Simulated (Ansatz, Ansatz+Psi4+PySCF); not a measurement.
```xyz
5

C     0.0000    0.0000   -1.2193
C     0.0000    0.0000    0.0989
H     0.0000    0.9388   -1.7532
H     0.0000   -0.9388   -1.7532
O     0.0000    0.0000    1.2786
```

Basis set: cc-pVTZ (spherical functions). Correlated methods keep 3 orbitals frozen. Charge 0, multiplicity 1.

Computed with Ansatz (development build ahead of 0.2.0); free ground-state atoms in the same class of orbitals, no zero-point energy, no relativity.

The atomization energy of singlet C2H2O from measured heats of formation, zero-point and thermal terms removed is 23.089 eV (G2/97 set, Curtiss et al., J. Chem. Phys. 106, 1063 (1997), as shipped with ASE); it holds spin-orbit and other relativistic effects.

Problem. How far do RHF-CCSD(T), RHF-MP2 miss it in this basis?

Solution.

```
     method  atomization energy (eV)  computed − measured (eV)
RHF-CCSD(T)                   22.400                    -0.689
    RHF-MP2                   23.184                     0.095
```
